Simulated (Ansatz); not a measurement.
For wurtzite CdS, LDA (PAW; Ansatz, a program for electronic structure) gives:

| Item | Value |
|---|---|
| equilibrium lattice constant a | 4.074 Å |
| lattice parameter c | 6.639 Å |
| cohesive energy | 3.33 eV/atom |

Task: What does r²SCANh (plane waves, PAW; Ansatz) give for the same quantities?

Result: 
- lattice constant a: 4.158 Å (goes up by 2.1 %)
- lattice parameter c: 6.756 Å (goes up by 1.8 %)
- cohesive energy: 2.80 eV/atom (decreases by 0.53 eV/atom)

For comparison: lattice constant a 4.136 Å (measured, temperature not stated, not corrected to a static lattice; as tabulated in Biswas et al. (2022), arXiv:2106.08875); lattice parameter c 6.714 Å (measured, temperature not stated, not corrected to a static lattice; as tabulated in Biswas et al. (2022), arXiv:2106.08875); cohesive energy 2.87 ± 0.03 eV/atom (worked out here from tabulated enthalpies at 298 K, copied from a table, unchecked, brought to a static lattice with a Debye model, atoms in their spin–orbit ground levels; inputs from the CRC Handbook).

Changes are worked out from the printed values.

Unless a cell is named, each level is at its own relaxed cell (LDA 23.85, r²SCANh 25.30 Å³/atom).

Ansatz's density-functional and Hartree–Fock values are scalar-relativistic unless marked +SOC, with PAW data made under PBE.
